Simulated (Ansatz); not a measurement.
# C2H3N: a ladder of functionals and wavefunction methods

An exercise on one series of results from a longer session: the logs are not shown, and one member is left open.

Program: Ansatz 0.2.0, Gaussian basis. Level of theory: functionals in def2-TZVPP, the program's frozen cores in correlated methods. These are calculated values, not measurements.

Levels to be run: LDA (SPW92), PBE-D4, revPBE-D4, BLYP-D4, r2SCAN-D4, B97M-V, PBE0-D4, B3LYP-D4, r2SCANh-D4, r2SCAN0-D4, HSE06-D4, BHLYP-D4, CAM-B3LYP-D4, LC-ωPBE, ωB97X-V, ωB97M-V, B2PLYP, PBE-QIDH; CCSD(T)/def2-SVP; CCSD(T)/def2-TZVPP; CCSD(T)/def2-QZVPP; extrapolation to the limit; RPA on PBE.

## Structure used throughout

All runs share one geometry, relaxed beforehand with PBE0-D4 in a triple-zeta def2 set.

SMILES `C#CN`, 6 atoms, charge 0, spin multiplicity 1.

Atoms are counted from 1 here; the program's logs count them from 0.

Bond lengths: C1–C2 1.202 Å, C1–H4 1.063 Å, C2–N3 1.344 Å, N3–H5 1.009 Å, N3–H6 1.009 Å. Angles: C2–C1–H4 179.7°, C1–C2–N3 177.2°, C2–N3–H5 115.0°, C2–N3–H6 115.0°, H5–N3–H6 112.2°.

The first run:

Contents of in.yaml:

```yaml
crystal:
  periodic: [false, false, false]
  atoms:
    - {symbol: C, position_ang: [-1.168666, -0.477710, -0.707012]}
    - {symbol: C, position_ang: [-0.183119, -0.152965, -0.100689]}
    - {symbol: N, position_ang: [0.923568, 0.147346, 0.599578]}
    - {symbol: H, position_ang: [-2.040444, -0.760356, -1.244763]}
    - {symbol: H, position_ang: [1.728169, 0.390514, 0.041576]}
    - {symbol: H, position_ang: [0.782491, 0.789170, 1.365109]}
basis:
  gaussian: {orbitals: def2-TZVPP}
hamiltonian: {xc: lda}
output: {orbitals: {seedname: orbitals}}
```

Steps of the session up to this table: LDA; PBE-D4 (GGA); revPBE-D4 (GGA); BLYP-D4 (GGA); r2SCAN-D4 (meta-GGA); B97M-V (meta-GGA); PBE0-D4 (hybrid); B3LYP-D4 (hybrid); r2SCANh-D4 (hybrid); r2SCAN0-D4 (hybrid); HSE06-D4 (hybrid); BHLYP-D4 (hybrid); CAM-B3LYP-D4 (range-separated); LC-ωPBE-D4 (range-separated; the results give it without D4); ωB97X-V (range-separated); ωB97M-V (range-separated); B2PLYP (double hybrid); PBE-QIDH (double hybrid).

One of the session's tables, all rows but one given; the rest of the session is left out.

It belongs to the step «Frontier levels by functional». 

| functional | HOMO (eV) | LUMO (eV) | gap (eV) |
| --- | --- | --- | --- |
| LDA (SPW92) | -5.44 | -0.09 | 5.35 |
| PBE-D4 | -5.28 | -0.04 | 5.24 |
| revPBE-D4 | -5.22 | -0.02 | 5.20 |
| BLYP-D4 | -5.15 | -0.12 | 5.03 |
| r2SCAN-D4 | -5.50 | 0.63 | 6.13 |
| B97M-V | ? | ? | ? |
| PBE0-D4 | -6.53 | 0.81 | 7.34 |
| B3LYP-D4 | -6.30 | 0.42 | 6.72 |
| r2SCANh-D4 | -5.97 | 1.00 | 6.97 |
| r2SCAN0-D4 | -6.68 | 1.37 | 8.05 |
| HSE06-D4 | -6.12 | 0.44 | 6.57 |
| BHLYP-D4 | -7.66 | 1.38 | 9.04 |
| CAM-B3LYP-D4 | -7.89 | 1.55 | 9.44 |
| LC-ωPBE | -9.26 | 2.92 | 12.18 |
| ωB97X-V | -8.87 | 2.72 | 11.59 |
| ωB97M-V | -8.77 | 2.21 | 10.97 |

**Question.** Estimate the row for B97M-V.

**Answer.** HOMO (eV): -5.53; LUMO (eV): 0.22; gap (eV): 5.75. In the column «HOMO (eV)» it lies between r2SCANh-D4 (-5.97) and r2SCAN-D4 (-5.50).
